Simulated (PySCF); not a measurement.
From results back to the method.

CFCl3.
Z-matrix (Å and degrees, GFN2-xTB geometry), rows numbered from 1:
```
F 
C   1  1.3373
Cl  2  1.7710  1  108.58
Cl  2  1.7710  1  108.55  3   120.02
Cl  2  1.7708  1  108.52  3  -120.01
```

The closed-shell ground state was solved 7 times with PySCF (density fitting, gas phase), always in the MINI basis (37 functions), with these functionals: CAM-B3LYP, HCTH407, HSE06, LC-wPBE, mPW1PW91, wB97X and wB97X-D.

```
row  total energy (Eh)  HOMO (eV)  LUMO (eV)  dipole (D)
  P         -1510.8099     -12.40       0.34        0.07
  Q         -1510.8839      -9.97      -2.01        0.09
  R         -1511.0110      -8.83      -3.45        0.00
  S         -1510.8033     -11.85      -0.20        0.11
  T         -1510.3601     -12.88       0.43        0.05
  U         -1510.8321     -11.27      -0.72        0.12
  V         -1510.3409      -9.48      -2.31        0.07
```

Task: Which functional belongs to which row?

Result: P = wB97X, Q = mPW1PW91, R = HCTH407, S = wB97X-D, T = LC-wPBE, U = CAM-B3LYP, V = HSE06. By rising HOMO–LUMO gap: HCTH407 (GGA) 5.38 eV; HSE06 (screened hybrid, exact exchange at short range, 25 %) 7.17 eV; mPW1PW91 (global hybrid, 25 % exact exchange) 7.96 eV; CAM-B3LYP (range-separated hybrid) 10.55 eV; wB97X-D (range-separated hybrid) 11.65 eV; wB97X (range-separated hybrid) 12.74 eV; LC-wPBE (range-separated hybrid) 13.31 eV. Total energies of different functionals aren't bounds to one another; each is stationary for its own functional.

wB97X-D is run here without its empirical dispersion term; that term would change no orbital, density or response property at a fixed geometry.
